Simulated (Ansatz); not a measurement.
Counterpoise correction, worked out

The pair of N$_{2}$ (SMILES N#N, atoms 1–2) and PH$_{3}$ (SMILES P, atoms 3–6), both closed shells, in one local arrangement (a lower one may exist), relaxed at PBE0-D4/def2-TZVP:

N1  (-0.260, 0.237, -2.334)
N2  (0.162, -0.230, -3.224)
P3  (0.370, -0.359, 1.093)
H4  (0.340, -0.317, 2.512)
H5  (-1.044, -0.384, 0.983)
H6  (0.433, 1.054, 0.971)
(Å)

Ansatz 0.2.0; basis: def2-TZVPPD; cores frozen in the correlated methods.

MP2 total energies in eV:

| system | geometry | basis functions | energy |
| --- | --- | --- | --- |
| pair | pair | all | -12300.02982 |
| N$_{2}$ | as in the pair | all (partner as ghosts) | -2975.87558 |
| PH$_{3}$ | as in the pair | all (partner as ghosts) | -9324.12785 |
| N$_{2}$ | as in the pair | its own | -2975.87076 |
| PH$_{3}$ | as in the pair | its own | -9324.12368 |
| N$_{2}$ | free (PBE0-D4 minimum) | its own | -2975.87107 |
| PH$_{3}$ | free (PBE0-D4 minimum) | its own | -9324.12329 |

**Question.** Work out the interaction energy with and without the counterpoise correction, the superposition error, and the binding energy from the relaxed fragments.

**Answer.** Without correction: -12300.02982 − (-2975.87076) − (-9324.12368) = -0.03538 eV.
With correction (each fragment in the whole basis): -12300.02982 − (-2975.87558) − (-9324.12785) = -0.02639 eV = -0.61 kcal/mol.
The superposition error is the difference, 0.00899 eV, 25 % of the uncorrected value: each fragment borrows its partner's functions.
Deformation from the free shapes: 0.00031 eV for N$_{2}$ and -0.00039 eV for PH$_{3}$ (a small negative value is possible, since the free shapes are minima of another method).
Binding energy from relaxed fragments: -0.02639 + 0.00031 + (-0.00039) = -0.02647 eV = -0.61 kcal/mol (electronic, without zero-point energy; negative means bound). For comparison, the corrected interaction energy by CCSD(T) at an estimated basis limit (MP2 extrapolated from triple and quadruple zeta, plus CCSD(T) − MP2 in triple zeta) is -0.024 eV.

The T1 diagnostic stays at or below 0.014.

For scale, one of the runs: CCSD(T)/def2-TZVPPD, 173 basis functions, launched by `ansatz run in.yaml --threads 2 --pin off --events-out ev --progress --plain --max-ram 5222MiB`. Time: 21 s of wall clock on 2 CPU threads of an Arm Neoverse V1; the host was shared. Peak host memory: 1.5 GiB.
